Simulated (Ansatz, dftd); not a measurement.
Reaction: N2H4 (hydrazine, SMILES NN) → N2H3 (SMILES [NH]N, doublet) + H (doublet) (the H-N bond breaks)
Each species at its own B3LYP-D3(BJ)/def2-TZVP minimum (Ansatz, a quantum-chemistry and plane-wave program).

Wanted: bond dissociation energy (electronic), in kcal/mol. Open shells are spin-unrestricted; no spin-orbit coupling. Cores are frozen in correlated methods. Rows without X2C or -DK are non-relativistic. CBS(X,Y): correlation extrapolated as X^-3, Hartree-Fock from the larger set (Q,5: extrapolated as (X+1)exp(-9√X)). A bracket is a step between two methods taken in the basis named. Functionals run without relativity, which enters their misses. 'core' is core correlation in cc-pwCVTZ, 'X2C' scalar relativity in cc-pVTZ-DK, both at CCSD(T). For partners of very few electrons the exact lower level stands in for a higher one.

Compared with CCSD(T)/CBS(cc-pVQZ,cc-pV5Z) + [CCSDT(Q) - CCSD(T)]/cc-pVDZ + core + X2C (Ansatz).

**Question.** Rank these levels by how close they come to it, closest first: B3LYP-D4/def2-TZVPD (Ansatz + dftd4); wB97X-V/def2-TZVPD (Ansatz); MP2/CBS(cc-pVQZ,cc-pV5Z) (Ansatz).

**Answer.** MP2/CBS(cc-pVQZ,cc-pV5Z) (92.1 kcal/mol, difference 2.4), wB97X-V/def2-TZVPD (86.5 kcal/mol, difference -3.2), B3LYP-D4/def2-TZVPD (85.4 kcal/mol, difference -4.3)
